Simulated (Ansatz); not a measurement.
This geometry of C2H3FN2 (8 atoms, charge 0, multiplicity 1) is a first-order saddle point.

These are results of RKS PBE0/def2-SVP (Ansatz), not measurements.

```xyz
8
Properties=species:S:1:pos:R:3
C -0.565 1.351 -0.307
N 0.086 0.318 -0.089
C 0.727 -0.818 0.170
N 0.285 -1.970 0.430
F 2.043 -0.623 0.124
H -0.874 2.039 0.507
H -0.878 1.644 -1.330
H -0.732 -1.999 0.439
```

Which two structures does it join? (They come from a converged band through this point; their orientation in space is the band's.)

No bond is made or broken. The dihedral H6–C1–N2–C3 changes from 180 to 0° by way of a nearly straight angle C1–N2–C3 (up to 177°), not by a turn about the bond. The two ends are copies of one structure, up to a mirror image or an exchange of like atoms.

Initial state:

```xyz
8
Properties=species:S:1:pos:R:3
C -0.445 1.342 0.025
N -0.553 0.109 0.308
C 0.431 -0.783 -0.120
N 0.446 -2.018 0.094
F 1.433 -0.241 -0.816
H -1.229 2.029 0.369
H 0.396 1.764 -0.550
H -0.386 -2.260 0.634
```

Final state:

```xyz
8
Properties=species:S:1:pos:R:3
C -0.447 1.341 0.020
N -0.559 0.107 0.299
C 0.432 -0.782 -0.117
N 0.449 -2.016 0.100
F 1.438 -0.239 -0.807
H 0.401 1.765 -0.542
H -1.236 2.027 0.357
H -0.387 -2.260 0.634
```

How far does it lie above each of them?

65.5 kJ/mol above the first and 65.5 kJ/mol above the second. This is the barrier of this one path; another mechanism may lie lower.

Time of the run: 7.2 min on 1 thread of Arm Neoverse V2 (shared host), peak memory 0.16 GiB.
